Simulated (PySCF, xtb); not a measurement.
C2H5O, SMILES [O]CC, multiplicity 2.

Harmonic wavenumbers (cm⁻¹) from GFN2-xTB in xtb at its own minimum, in rising order: 165, 448, 580, 905, 943, 1070, 1120, 1202, 1256, 1358, 1392, 1463, 1478, 2525, 2626, 3035, 3041, 3047.

What does PBE0-D3(BJ)/def2-TZVP run with PySCF give at its own minimum? (Estimate from the structure and the level; the computed values follow.)

69, 264, 436, 858, 903, 1098, 1106, 1239, 1327, 1386, 1407, 1477, 1487, 2913, 2926, 3054, 3132, 3140. Paired by order, the mean absolute difference is 90 cm⁻¹ and the zero-point energies are 39.5 and 40.3 kcal/mol.
